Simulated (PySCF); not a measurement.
A database entry of computed molecular properties. Lists by class give the value and the number of equivalent atoms.

```json
{
 "formula": "CClF3",
 "smiles": "FC(F)(F)Cl",
 "inchi": "InChI=1S/CClF3/c2-1(3,4)5",
 "charge": 0,
 "multiplicity": 1,
 "geometry_level": "PBE0-D3(BJ)/def2-TZVP",
 "electronic_structure_code": "PySCF",
 "results": {
  "PBE0-D3(BJ)/def2-TZVP geometry optimisation, gas phase": {
   "point_group": "C3v",
   "rotational_constants_GHz": [5.763, 3.336, 3.335]
  },
  "CAM-B3LYP/aug-cc-pVTZ ground state and vertical TDDFT (core frozen in the response)": {
   "dipole_D": 0.43,
   "homo_eV": -11.58,
   "lumo_eV": 0.59,
   "S1_eV": 7.91,
   "T1_tda_eV": 7.01,
   "polarisability_au": 31.3,
   "r2_bohr2_about_centre_of_nuclear_charge": 407.7,
   "singlets_eV_and_f": [
    [7.91, 0.0],
    [7.91, 0.0],
    [9.34, 0.074],
    [9.34, 0.074],
    [10.52, 0.001],
    [10.52, 0.001],
    [10.55, 0.001],
    [10.55, 0.001],
    [10.57, 0.0],
    [10.57, 0.064]
   ],
   "triplets_tda_eV": [7.01, 7.01, 9.08, 9.18]
  },
  "B97-2/pcSseg-2 ground state and GIAO shieldings, non-relativistic": {
   "shift_vs_computed_TMS_C_by_class_ppm": [
    [142.5, 1]
   ],
   "shielding_other_nuclei_by_class_ppm": [
    ["F", 210.5, 3],
    ["Cl", 590.6, 1]
   ]
  },
  "delta-SCF UKS SCAN, pcX-3 on the ionised atom, pcseg-2 elsewhere, spin-free X2C; 2p3/2 from a spin–orbit splitting computed afterwards within the 2p shell": {
   "core_binding_eV": [
    ["Cl2p3/2", 207.59, 1],
    ["C1s", 300.19, 1],
    ["F1s", 694.9, 3],
    ["Cl1s", 2830.25, 1]
   ]
  }
 }
}
```

The rotational constants are those of a prolate symmetric top; the small spread among constants that symmetry makes equal is optimisation noise. In wavenumbers S1 is 63800 cm⁻¹ (1 eV = 8065.54 cm⁻¹). The vertical singlet–triplet gap S1 − T1 is 0.90 eV (TDDFT singlet less Tamm–Dancoff triplet). A dipole of 0.43 D is allowed in C3v, and pure rotational transitions are dipole-allowed. The principal polarisabilities are 28.7, 28.7 and 36.6 au; their mean is the isotropic value.

Isolated species at its PBE0-D3(BJ)/def2-TZVP geometry, gas phase.

For the core-ionisation job (SCAN ΔSCF), time: 43 s wall, 91 s CPU; peak memory 0.99 GiB. Hardware: Intel Xeon at 2.50 GHz, 2 threads, shared host with 64 logical CPUs at a one-minute load of 59.
